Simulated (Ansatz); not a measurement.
Born–Oppenheimer molecular dynamics of CH9NSi (12 atoms, charge 0, multiplicity 1). It starts at the highest image of a converged band. Of that band: Neighbouring images differ by up to 2.3 eV, so the band resolves the path poorly. A vibrational analysis at the climbing image gives one clearly imaginary mode, 1147i cm⁻¹: a first-order saddle point.

Level of theory: RKS PBE/6-31G* (Ansatz).

| Quantity | Value |
| --- | --- |
| ensemble | NVE (velocity Verlet) |
| time step | 0.5 fs |
| steps asked | 200 |
| starting velocities drawn for | 100 K |
| seed | 11069 |

First frame:

```xyz
12
Properties=species:S:1:pos:R:3
Si -0.336 0.114 0.004
C -0.023 -0.270 2.309
H -0.566 -0.933 3.017
H 0.887 -0.836 2.042
H 0.313 0.617 2.878
H 0.917 0.928 0.150
H -0.769 0.552 -1.400
H -0.231 -1.368 -0.182
N -2.000 0.645 0.810
H -2.857 0.210 0.439
H -2.138 1.663 0.869
H -1.391 0.193 1.728
```

Question: How far do the bonds stretch over the last three quarters of this one trajectory? (Pairs bonded in most of those frames.)

Answer: 
```tsv
bond	mean (Å)	spread (Å)	shortest	longest
Si1–C2	1.957	0.147	1.73	2.26
Si1–H6	1.519	0.026	1.48	1.57
Si1–H7	1.525	0.026	1.48	1.58
Si1–H8	1.514	0.026	1.47	1.55
C2–H3	1.104	0.011	1.08	1.13
C2–H4	1.105	0.007	1.09	1.12
C2–H5	1.105	0.006	1.09	1.12
N9–H10	1.031	0.021	0.98	1.07
N9–H11	1.030	0.019	0.99	1.07
N9–H12	1.034	0.031	0.98	1.10
```

Mean temperature of the second half: 1269 K. The conserved energy stayed within 0.082 meV per atom of its start (net change 0.069 meV per atom), so the integration is sound. The kinetic energy rose, since the run started high on the potential surface and went downhill. It ends in pieces (CH6Si + H3N), so much of that is their flight and rotation, not heat. A run of 0.1 ps of so small a system gives no equilibrium averages. The orbitals stay closed-shell, which can raise the energy where a bond breaks towards radicals; this wasn't checked here.

Run time: 7.3 min on 1 thread of Arm Neoverse V1 (shared host), peak memory 0.1 GiB.
